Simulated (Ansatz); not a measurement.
Input file:

```yaml
crystal:
  periodic: [false, false, false]
  atoms:
    - {symbol: B, position_ang: [0.002337, -0.001845, 0.783196]}
    - {symbol: N, position_ang: [0.001504, -0.017987, -0.494157]}
    - {symbol: Si, position_ang: [0.049468, 0.041323, -2.219770]}
    - {symbol: H, position_ang: [-0.053309, -0.021491, 1.930732]}
basis:
  gaussian: {orbitals: cc-pVDZ}
magnetization: {spin_polarized: false, initial_magnetization: 1}
correlation: {method: sc_nevpt2, electrons: outside_noble_gas, active_space: {window: {electrons: 9, orbitals: 9}}}
```

```sh
$ ansatz run in.yaml --threads 1 --pin off --events-out ev --progress --plain --max-ram 2393MiB
```

Log:

```
496 factors; integrals over basis functions are off by at most 1.3e-3 eV
mean field evaluation 1: about -10027.3758 eV, gradient 3.6e1 eV
mean field evaluation 2: about -10027.4446 eV, gradient 3.6e1 eV
mean field evaluation 4: about -10030.7051 eV, gradient 3.0e0 eV
mean field evaluation 8: about -10030.7640 eV, gradient 1.7e-1 eV
mean field evaluation 16: about -10030.7642 eV, gradient 5.1e-4 eV
mean field evaluation 32: about -10030.7640 eV, gradient 7.7e-2 eV
mean field evaluation 64: about -10030.7642 eV, gradient 1.8e-4 eV
mean field evaluation 96: about -10030.7642 eV, gradient 8.6e-4 eV
mean field -10030.76420930 eV, -368.6237855954 hartree, gradient 7.2e-6 eV, S^2 0.750000; 5 other end points of the search recorded, 0 dependent functions left out
reference -10030.76420930 eV, -368.6237855954 hartree; 14, 13 occupied and 37, 38 virtual orbitals, 496 factors
state -10034.18986900 eV, -368.7496762677 hartree
state -10034.18986900 eV, -368.7496762677 hartree; corrected -10038.52723102 eV, -368.9090713818 hartree
Total energy: -10038.52723102 eV, -368.9090713818 hartree
```

Natural occupations: 1.9831 1.9773 1.9636 1.9575 0.9991 0.0435 0.0364 0.0210 0.0185.

For the same geometry and basis UCCSDT(Q) lies 1578.8 meV lower.

Ran on 1 thread of Intel Xeon Platinum 8488C, shared host: 17 s wall, 0.15 GiB peak host memory.
